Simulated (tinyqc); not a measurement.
Inside a calculation. Method: UKS/B3LYP (VWN-RPA form) in the sto-6g basis, for H2O+, spin multiplicity 2. One step of it, computed by the program tinyqc.

Problem. Iteration 2: diagonalisation and new density. Diagonalise F' = X^T F X, C = X C', fill 5 alpha and 4 beta electrons from the bottom; D(s) = C_occ C_occ^T. Each column has its largest component positive (the first on a tie).

F(alpha) (hartree), order 1O 1s, 1O 2s, 1O 2px, 1O 2py, 1O 2pz, 2H 1s, 3H 1s:
$$\begin{pmatrix}
-20.695939 & -5.007444 & 0.000000 & 0.000000 & -0.018544 & -1.115623 & -1.115623 \\
-5.007444 & -3.010789 & 0.000000 & 0.000000 & -0.102706 & -1.130852 & -1.130852 \\
0.000000 & 0.000000 & -1.270602 & 0.000000 & 0.000000 & 0.000000 & 0.000000 \\
0.000000 & 0.000000 & 0.000000 & -1.248143 & 0.000000 & -0.467513 & 0.467513 \\
-0.018544 & -0.102706 & 0.000000 & 0.000000 & -1.225420 & -0.412286 & -0.412286 \\
-1.115623 & -1.130852 & 0.000000 & -0.467513 & -0.412286 & -0.910751 & -0.440816 \\
-1.115623 & -1.130852 & 0.000000 & 0.467513 & -0.412286 & -0.440816 & -0.910751
\end{pmatrix}$$

F(beta) (hartree), order 1O 1s, 1O 2s, 1O 2px, 1O 2py, 1O 2pz, 2H 1s, 3H 1s:
$$\begin{pmatrix}
-20.678942 & -4.991418 & 0.000000 & 0.000000 & -0.018163 & -1.111958 & -1.111958 \\
-4.991418 & -2.917595 & 0.000000 & 0.000000 & -0.098543 & -1.106366 & -1.106366 \\
0.000000 & 0.000000 & -0.983844 & 0.000000 & 0.000000 & 0.000000 & 0.000000 \\
0.000000 & 0.000000 & 0.000000 & -1.205107 & 0.000000 & -0.462502 & 0.462502 \\
-0.018163 & -0.098543 & 0.000000 & 0.000000 & -1.184313 & -0.407747 & -0.407747 \\
-1.111958 & -1.106366 & 0.000000 & -0.462502 & -0.407747 & -0.910133 & -0.434878 \\
-1.111958 & -1.106366 & 0.000000 & 0.462502 & -0.407747 & -0.434878 & -0.910133
\end{pmatrix}$$

X, order 1O 1s, 1O 2s, 1O 2px, 1O 2py, 1O 2pz, 2H 1s, 3H 1s:
$$\begin{pmatrix}
-0.298973 & 0.000000 & 0.756125 & 0.000000 & -0.617692 & 0.000000 & 0.151559 \\
1.146455 & 0.000000 & -0.304553 & 0.000000 & -0.306550 & 0.000000 & 0.421645 \\
0.000000 & 0.000000 & 0.000000 & 1.000000 & 0.000000 & 0.000000 & 0.000000 \\
0.000000 & 0.903633 & 0.000000 & 0.000000 & 0.000000 & 0.696932 & 0.000000 \\
0.545581 & 0.000000 & 0.645729 & 0.000000 & 0.638252 & 0.000000 & 0.201159 \\
-0.725281 & -0.849834 & -0.153678 & 0.000000 & 0.125086 & 0.370526 & 0.377669 \\
-0.725281 & 0.849834 & -0.153678 & 0.000000 & 0.125086 & -0.370526 & 0.377669
\end{pmatrix}$$

Give: F' = X^T F X; orbital energies; coefficients C; F' = X^T F X; orbital energies; coefficients C; D(alpha) after iteration 2; D(beta) after iteration 2.

Solution.

F' = X^T F X (alpha) (hartree):
$$\begin{pmatrix}
-0.837 & 0.000 & 1.612 & 0.000 & -1.324 & 0.000 & -0.038 \\
0.000 & -0.262 & 0.000 & 0.000 & 0.000 & -0.249 & 0.000 \\
1.612 & 0.000 & -9.887 & 0.000 & 8.760 & 0.000 & -3.733 \\
0.000 & 0.000 & 0.000 & -1.271 & 0.000 & 0.000 & 0.000 \\
-1.324 & 0.000 & 8.760 & 0.000 & -10.176 & 0.000 & 3.959 \\
0.000 & -0.249 & 0.000 & 0.000 & 0.000 & -1.218 & 0.000 \\
-0.038 & 0.000 & -3.733 & 0.000 & 3.959 & 0.000 & -3.205
\end{pmatrix}$$

orbital energies (alpha) (hartree): MO1 -20.699, MO2 -1.915, MO3 -1.279, MO4 -1.271, MO5 -1.226, MO6 -0.265, MO7 -0.201

coefficients C (alpha), order 1O 1s, 1O 2s, 1O 2px, 1O 2py, 1O 2pz, 2H 1s, 3H 1s:
$$\begin{pmatrix}
0.997 & -0.247 & 0.000 & 0.000 & 0.048 & 0.096 & 0.000 \\
0.016 & 1.013 & 0.000 & 0.000 & -0.249 & -0.768 & 0.000 \\
0.000 & 0.000 & 0.000 & 1.000 & 0.000 & 0.000 & 0.000 \\
0.000 & 0.000 & 0.892 & 0.000 & 0.000 & 0.000 & -0.712 \\
0.003 & 0.144 & 0.000 & 0.000 & 0.930 & -0.526 & 0.000 \\
-0.004 & 0.004 & 0.158 & 0.000 & 0.107 & 0.835 & 0.914 \\
-0.004 & 0.004 & -0.158 & 0.000 & 0.107 & 0.835 & -0.914
\end{pmatrix}$$

F' = X^T F X (beta) (hartree):
$$\begin{pmatrix}
-0.786 & 0.000 & 1.603 & 0.000 & -1.331 & 0.000 & 0.015 \\
0.000 & -0.250 & 0.000 & 0.000 & 0.000 & -0.221 & 0.000 \\
1.603 & 0.000 & -9.859 & 0.000 & 8.777 & 0.000 & -3.738 \\
0.000 & 0.000 & 0.000 & -0.984 & 0.000 & 0.000 & 0.000 \\
-1.331 & 0.000 & 8.777 & 0.000 & -10.143 & 0.000 & 3.945 \\
0.000 & -0.221 & 0.000 & 0.000 & 0.000 & -1.194 & 0.000 \\
0.015 & 0.000 & -3.738 & 0.000 & 3.945 & 0.000 & -3.164
\end{pmatrix}$$

orbital energies (beta) (hartree): MO1 -20.682, MO2 -1.825, MO3 -1.243, MO4 -1.188, MO5 -0.984, MO6 -0.258, MO7 -0.200

coefficients C (beta), order 1O 1s, 1O 2s, 1O 2px, 1O 2py, 1O 2pz, 2H 1s, 3H 1s:
$$\begin{pmatrix}
0.997 & -0.243 & 0.000 & 0.052 & 0.000 & 0.101 & 0.000 \\
0.015 & 0.994 & 0.000 & -0.271 & 0.000 & -0.786 & 0.000 \\
0.000 & 0.000 & 0.000 & 0.000 & 1.000 & 0.000 & 0.000 \\
0.000 & 0.000 & 0.877 & 0.000 & 0.000 & 0.000 & -0.730 \\
0.003 & 0.144 & 0.000 & 0.922 & 0.000 & -0.540 & 0.000 \\
-0.004 & 0.023 & 0.177 & 0.117 & 0.000 & 0.833 & 0.910 \\
-0.004 & 0.023 & -0.177 & 0.117 & 0.000 & 0.833 & -0.910
\end{pmatrix}$$

D(alpha) after iteration 2, order 1O 1s, 1O 2s, 1O 2px, 1O 2py, 1O 2pz, 2H 1s, 3H 1s:
$$\begin{pmatrix}
1.056 & -0.246 & 0.000 & 0.000 & 0.012 & 0.000 & 0.000 \\
-0.246 & 1.089 & 0.000 & 0.000 & -0.086 & -0.023 & -0.023 \\
0.000 & 0.000 & 1.000 & 0.000 & 0.000 & 0.000 & 0.000 \\
0.000 & 0.000 & 0.000 & 0.796 & 0.000 & 0.141 & -0.141 \\
0.012 & -0.086 & 0.000 & 0.000 & 0.886 & 0.100 & 0.100 \\
0.000 & -0.023 & 0.000 & 0.141 & 0.100 & 0.036 & -0.013 \\
0.000 & -0.023 & 0.000 & -0.141 & 0.100 & -0.013 & 0.036
\end{pmatrix}$$

D(beta) after iteration 2, order 1O 1s, 1O 2s, 1O 2px, 1O 2py, 1O 2pz, 2H 1s, 3H 1s:
$$\begin{pmatrix}
1.055 & -0.241 & 0.000 & 0.000 & 0.016 & -0.003 & -0.003 \\
-0.241 & 1.061 & 0.000 & 0.000 & -0.107 & -0.009 & -0.009 \\
0.000 & 0.000 & 0.000 & 0.000 & 0.000 & 0.000 & 0.000 \\
0.000 & 0.000 & 0.000 & 0.769 & 0.000 & 0.155 & -0.155 \\
0.016 & -0.107 & 0.000 & 0.000 & 0.870 & 0.111 & 0.111 \\
-0.003 & -0.009 & 0.000 & 0.155 & 0.111 & 0.045 & -0.017 \\
-0.003 & -0.009 & 0.000 & -0.155 & 0.111 & -0.017 & 0.045
\end{pmatrix}$$
